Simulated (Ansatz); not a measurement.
How far each method lies from UCCSDT(Q) for H$_{2}$Ge–AsH, triplet

Geometry: a PBE0/def2-TZVP stationary point for this spin, not checked as a minimum.

```yaml
atoms:
  - { symbol: Ge, position_ang: [0.0000, -0.0566, 1.2141] }
  - { symbol: As, position_ang: [0.0000, 0.0562, -1.2063] }
  - { symbol: H, position_ang: [-1.2446, 0.6821, 1.7739] }
  - { symbol: H, position_ang: [1.2446, 0.6822, 1.7739] }
  - { symbol: H, position_ang: [0.0000, -1.4603, -1.3789] }
```

Basis cc-pVDZ; Ansatz 0.2.0. Only valence electrons are correlated (noble-gas cores and the filled d shells of p-block atoms frozen), which leaves 12 electrons in 41 orbitals. Prefix R: restricted or restricted open-shell reference; prefix U: unrestricted. Active spaces: valence = (12e, 11o) chosen from the atoms' valence shells. No spin–orbit coupling is included, and no scalar relativity.

Full CI isn't at hand for all of this; UCCSDT(Q) serves as the reference, and is uncertain by the last step of the cluster series or more. The frozen core follows each run's orbitals, which can shift R against U totals by a few meV for light atoms and by up to 0.1 eV past Ca.

- UHF ⟨S²⟩: 2.018
- T1 diagnostic (RCCSD): 0.0216
- largest doubles amplitude (RCCSD): 0.063
- T1 diagnostic (UCCSD): 0.0165

```tsv
level	E − E(UHF) (eV)
UMP2	-4.6437
UCCSD	-5.7054
UCCSD(T)	-5.8618
```

Estimate how far UCCSDT(Q) in cc-pVDZ lies from UCCSD(T). The table doesn't fix it; the size of (T) and the diagnostics are the guide.

UCCSDT(Q) in cc-pVDZ lies 3.9 kJ/mol below UCCSD(T), which is 26 % of the (T) step (-15.1 kJ/mol). The diagnostics give no warning, yet the rest is a sizeable part of (T).

The other levels:

| level | E − E(UCCSDT(Q)) (kJ/mol) | wall time |
| --- | --- | --- |
| UCCSDT | 0.8 | – |

Run but not shown, since their state, orbitals or frozen core can't be matched to the reference's or they repeat it: RHF, RMP2, CISD, RCCSD, RCCSD(T), BCCD(T), RCCSDT, RCCSDT(Q), CASSCF (valence space), NEVPT2 (valence space).

Natural occupations of CASSCF (valence space) about the gap: 1.969 1.969 1.965 1.004 1.001 0.038 0.033 0.024 0.023; effectively unpaired electrons, Σ n²(2−n)², 2.03.

Atomization energy (electronic, same basis, no zero-point term; atoms at the same level, unrestricted beside the R rows where the molecule is a closed shell, but restricted open-shell past Ca, as are all atoms' steps beyond CCSDT(Q)) at UCCSDT(Q): 917.7 kJ/mol. Errors of other levels:

| level | error (kJ/mol) |
| --- | --- |
| UHF | -225.5 |
| UMP2 | -34.9 |
| UCCSD | -13.5 |
| UCCSD(T) | -2.4 |
| UCCSDT | -0.5 |

This basis is far from its limit, so the value isn't to be set against a measured one.
